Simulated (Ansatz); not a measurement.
## How far each method lies from full CI for N2, singlet

Geometry: a point of a stretch scan, not a stationary point.

```xyz
2

N     0.0000    0.0000    0.0000
N     0.0000    0.0000    1.5210
```

Basis 6-31G; Ansatz 0.2.0. Correlated methods freeze the noble-gas cores, which leaves 10 electrons in 16 orbitals. R marks a restricted (for open shells ROHF) determinant, U an unrestricted one. Active spaces: pair = (2e, 2o) about the gap; valence = (10e, 8o) chosen from the atoms' valence shells.

Full CI is exact within this basis and frozen core; it isn't the basis-set limit. The frozen core follows each run's orbitals, which can shift R against U totals by a few meV.

Unrestricted rows (U) aren't spin-pure: their determinants' ⟨S²⟩ exceeds S(S+1) by up to 1.78, so they mix in states of higher spin. HF rows: UHF is the lowest solution found. Coupled cluster chose its determinant by a search with trial CCSD, here up to 0.14 eV above the lowest Hartree–Fock solution of its kind, and MP2 stands on that determinant too.

RHF is unstable: UHF (⟨S²⟩ = 1.78) lies 4.00 eV below the lowest RHF solution. Higher spins weren't run at this geometry and may lie near or lower.

* UHF ⟨S²⟩: 1.785
* T1 diagnostic (RCCSD): 0.0241
* largest doubles amplitude (RCCSD): 0.233

| level | E − E(full CI) (mEh) | share of correlation (%) | wall time |
| --- | --- | --- | --- |
| UHF | 210.49 | 41.98 | – |
| RMP2 | -62.85 | 117.33 | – |
| UMP2 | 92.28 | 74.56 | – |
| RCCSD* | 29.19 | 91.95 | – |
| UCCSD* | 23.74 | 93.46 | – |
| RCCSD(T)* | 5.22 | 98.56 | 0.42 s |
| UCCSD(T)* | 12.93 | 96.44 | 1.1 s |
| BCCD(T)* | 4.25 | 98.83 | 0.48 s |
| RCCSDT* | 8.77 | 97.58 | – |
| UCCSDT* | 8.64 | 97.62 | – |
| RCCSDT(Q)* | -2.58 | 100.71 | 0.99 s |
| UCCSDT(Q)* | 3.82 | 98.95 | 4.3 s |
| RCCSDTQ* | 1.94 | 99.47 | 6.5 s |
| UCCSDTQ | 1.87 | 99.48 | 50 s |
| CASSCF (pair space) | 278.67 | 23.18 | – |
| NEVPT2 (pair space) | 9.12 | 97.49 | 0.21 s |
| MRCISD (pair space) | 48.10 | 86.74 | – |
| MRCISD+Q (pair space) | 11.94 | 96.71 | 0.42 s |
| CASSCF (valence space) | 80.30 | 77.86 | – |
| NEVPT2 (valence space) | 19.33 | 94.67 | 1.3 s |
| MRCISD (valence space) | 2.92 | 99.20 | – |
| MRCISD+Q (valence space) | 0.56 | 99.85 | 2 s |

An asterisk marks runs whose energy the program itself flagged as in doubt.

The correlation energy at full CI, counted from the determinant under the R cluster runs, is -9.872 eV. That run took 23 s on 1 thread of Arm Neoverse V1, shared host over 2,388,528 determinants.

Run but not shown, since their state, orbitals or frozen core can't be matched to the reference's or they repeat it: RHF, CISD, CISDTQ.

Times hold each run's SCF and search for its determinant on a shared host, so for small cases they say little of a method's own cost; they ran on 1 thread of Arm Neoverse V1.

More than 5 meV below full CI, which no variational method can be: RMP2, RCCSDT(Q).

The full-CI state has the irrep Ag of D2h, in the program's axes (one component, if the state is degenerate).

Natural occupations of full CI about the gap: 1.983 1.971 1.916 1.777 1.777 0.223 0.223 0.082 0.013 0.009; effectively unpaired electrons, Σ n²(2−n)², 0.68.
